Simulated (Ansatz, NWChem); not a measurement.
# NO2F (nitryl fluoride): the vertical ionisation energy from total energies

NO2F has 4 atoms, charge 0, and is taken as a singlet. SMILES: `O=[N+]([O-])F`. The coordinates come from a PBE0-D4/def2-TZVP relaxation.

Both states at this one shape; open shells run unrestricted unless said. 1 Eh = 27.2114 eV.

```
                                  level  program  singlet NO2F (Eh)  doublet NO2F+ (Eh)
                          SVWN5/cc-pVTZ   NWChem        -302.938014         -302.456503
     B3LYP/6-31G* (Cartesian functions)   NWChem        -304.878380         -304.393092
                        wB97M-V/cc-pVTZ   Ansatz        -304.932661         -304.436568
RPA@PBE/cc-pVTZ, 4 core orbitals frozen   Ansatz        -304.862370         -304.383360
```

Q: Work out the vertical ionisation energy at each level.

A: 
1. SVWN5/cc-pVTZ: -302.456503 − (-302.938014) = 0.481511 Eh = 13.10 eV.
2. B3LYP/6-31G* (Cartesian functions): -304.393092 − (-304.878380) = 0.485288 Eh = 13.21 eV.
3. wB97M-V/cc-pVTZ: -304.436568 − (-304.932661) = 0.496093 Eh = 13.50 eV.
4. RPA@PBE/cc-pVTZ: -304.383360 − (-304.862370) = 0.479010 Eh = 13.03 eV.

No measured value is set beside it here; the levels span 13.03 to 13.50 eV.
